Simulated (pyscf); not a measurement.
A first-order saddle from PySCF, ωB97X-D3(BJ)/def2-SVP:

```
Mo
O 1 1.6494
O 1 1.7703 2 108.61
H 3 1.2485 1 73.87 2 -85.66
H 4 1.0718 3 137.87 1 -4.53
O 1 1.8515 2 106.61 5 -169.00
H 6 0.9671 1 127.98 2 117.94
Cl 1 2.3357 2 113.35 5 -76.37
```

Surface: singlet, charge 0. Lowest wavenumbers (cm⁻¹): 1650i, 121, 216, 238, 289.

Task: What reaction is this the transition state of?

Result: `[O]=[Mo](=[O])([OH])[Cl]` + `[H][H]` ⇌ `[O]=[MoH]([OH])([OH])[Cl]`, an addition across a multiple bond or ene-type step read from left to right: H–H broken and H–O, H–Mo formed. At ωB97M-D3(BJ)/def2-TZVP it lies +157.9 kJ/mol from the left side and +117.0 kJ/mol from the right (each side as separated species at their lowest minima found). At the saddle there is also a short H–Mo contact that neither side keeps. This is the saddle that the search found; another between the same sides may lie lower. Elements past Kr carry the def2 core potentials, without spin-orbit coupling.
